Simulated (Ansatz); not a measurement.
Input file:

```yaml
crystal:
  periodic: [false, false, false]
  atoms:
    - {symbol: Sb, position_ang: [0.000000, 0.000000, 0.000000]}
    - {symbol: H, position_ang: [0.000000, 0.000000, -2.110900]}
    - {symbol: H, position_ang: [0.000000, 0.000000, 2.110900]}
basis:
  gaussian: {orbitals: def2-SVP, point_charges: [{charge: -0.50, position_ang: [4.008, 0.208, -0.649]}]}
magnetization: {spin_polarized: false, initial_magnetization: 1}
correlation: {method: sc_nevpt2, electrons: outside_noble_gas, active_space: {window: {electrons: 1, orbitals: 2}, states: [{multiplicity: 2, weights: [1, 0.5, 0.5]}], root: 1}}
```

```sh
$ ansatz run in.yaml --threads 1 --pin off --events-out ev --progress --plain --max-ram 2393MiB
```

Log:

```
753 factors; integrals over basis functions are off by at most 2.3e-7 eV
mean field evaluation 1: about -6535.6778 eV, gradient 1.1e1 eV
mean field evaluation 2: about -6535.7199 eV, gradient 1.1e1 eV
mean field evaluation 4: about -6536.4363 eV, gradient 9.4e-1 eV
mean field evaluation 8: about -6536.4900 eV, gradient 7.3e-1 eV
mean field evaluation 16: about -6536.5638 eV, gradient 5.0e-7 eV
mean field evaluation 32: about -6536.5636 eV, gradient 2.5e-2 eV
mean field evaluation 64: about -6536.2706 eV, gradient 5.1e-1 eV
mean field evaluation 96: about -6536.3699 eV, gradient 5.3e-4 eV
mean field evaluation 128: about -6536.8314 eV, gradient 1.1e0 eV
mean field evaluation 160: about -6533.5137 eV, gradient 2.1e1 eV
mean field evaluation 192: about -6536.7185 eV, gradient 6.2e-1 eV
mean field evaluation 224: about -6536.7523 eV, gradient 4.9e-1 eV
mean field -6536.88288454 eV, -240.2260151485 hartree, gradient 7.5e-6 eV, S^2 0.750000; 19 other end points of the search recorded, 0 dependent functions left out
reference -6536.88288454 eV, -240.2260151485 hartree; 13, 12 occupied and 23, 24 virtual orbitals, 753 factors
Error: 3 states are sought, and the space of determinants holds 2 states of this symmetry and spin
```

The run gave no result to rely on (stopped by an error).

Ran on 1 thread of Arm Neoverse V1, shared host: 1.9 s wall, 0.19 GiB peak host memory.
